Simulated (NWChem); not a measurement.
System: C₃H₄ cation, doublet; SMILES of the neutral closed-shell parent C=C=C

NWChem input:

```
start job
memory heap 200 mb stack 700 mb global 900 mb
charge 1
geometry units angstroms noautosym nocenter noautoz
  C      0.000000    -1.325497     0.000000
  C      0.000000     0.000000     0.000000
  C      0.000000     1.325497     0.000000
  H     -0.866644    -1.902109    -0.391989
  H      0.866644    -1.902109     0.391989
  H      0.866644     1.902109    -0.391989
  H     -0.866644     1.902109     0.391989
end
basis spherical
  * library 6-31g*
end
dft
  odft
  mult 2
  xc pbe0
  iterations 150
end
cosmo
  do_cosmo_smd true
  solvent clbenzen
end
task dft energy
```

In the optimisation the excess spin sits in b3 (D2, its own frame). All runs use the structure optimised with PBE-D3(BJ)/def2-SVP, spin-unrestricted. This spin state was assumed; another may lie lower. No stability test was run on the SCF state. Solvent: chlorobenzene.

Level: PBE0/6-31G* with SMD (1 M gas to 1 M solution), gas-phase geometry. Reactions with the solvent are ignored.

Task: What results follow from this input? (PBE0/6-31G* (spherical d), spin-unrestricted, SMD on the gas-phase geometry.) Quantities: solvation free energy (kcal/mol); cavity-dispersion-structure term (kcal/mol).

Result: 
```json
{
 "solvation free energy (kcal/mol)": "-56.6",
 "cavity-dispersion-structure term (kcal/mol)": "-0.3"
}
```
